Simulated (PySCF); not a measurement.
A run for PySCF: R-MP2/6-31G* on C4H4 (a complex).

```python
from pyscf import gto, scf, dft, mp
from pyscf.data.elements import chemcore

mol = gto.M(
    atom='''
    C     0.00000000    0.60356400   -2.18173438
    H     0.00000000    1.66847581   -2.18429610
    C     0.00000000   -0.60356400   -2.18173438
    H     0.00000000   -1.66847581   -2.18429610
    C    -0.00000000    0.00000000    1.57829513
    H    -0.00000000    0.00000000    0.51136193
    C    -0.00000000    0.00000000    2.78576543
    H    -0.00000000    0.00000000    3.85017859
    ''',
    basis='6-31g*',
    cart=True,
    charge=0, spin=0, verbose=3, max_memory=1800)
mf = scf.RHF(mol)
mf.conv_tol = 1e-8
mf.max_cycle = 100
mf.kernel()
if not mf.converged:
    mf = mf.newton().run(mf.mo_coeff, mf.mo_occ)
pt = mp.MP2(mf, frozen=chemcore(mol)).run()
```

Program output:

```
converged SCF energy = -153.63516420935
E(RMP2) = -154.13645786729  E_corr = -0.501293657939979
E(SCS-RMP2) = -154.130905334919  E_corr = -0.49574112556821
```

Self-consistency was reached.

Cost: very roughly 0.6 core-seconds.
